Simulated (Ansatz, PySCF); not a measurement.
Molecule: PH2, net charge 0, doublet state. 
Structure (B3LYP-D3(BJ)/def2-TZVP (Ansatz, an electronic-structure program) minimum search):
SMILES: [PH2]
```xyz
3

P      0.0052    -0.0015     0.1165
H     -0.0501     1.0329    -0.8596
H     -0.0274    -1.0099    -0.8876
```
Charge 0, spin multiplicity 2.

Dipole moments at this geometry, in debye (magnitudes).

| level | program | dipole (D) |
|---|---|---|
| BP86/def2-TZVPD | PySCF | 0.54 |
| B97M-V/def2-TZVPD | Ansatz | 0.50 |
| PBE0/def2-TZVPD | Ansatz | 0.59 |
| BHLYP/def2-TZVPD | Ansatz | 0.55 |
| r2SCANh/def2-TZVPD | Ansatz | … |
| r2SCAN0/def2-TZVPD | Ansatz | 0.61 |
| HSE06/def2-TZVPD | Ansatz | 0.59 |
| CAM-B3LYP/def2-TZVPD | Ansatz | 0.56 |
| LC-wPBE/def2-TZVPD | Ansatz | 0.67 |
| CCSD(T)/aug-cc-pV(D+d)Z | Ansatz | … |

Question: Some entries are withheld; supply them.

Answer: 
- r2SCANh/def2-TZVPD, dipole (D): 0.61
- CCSD(T)/aug-cc-pV(D+d)Z, dipole (D): 0.51
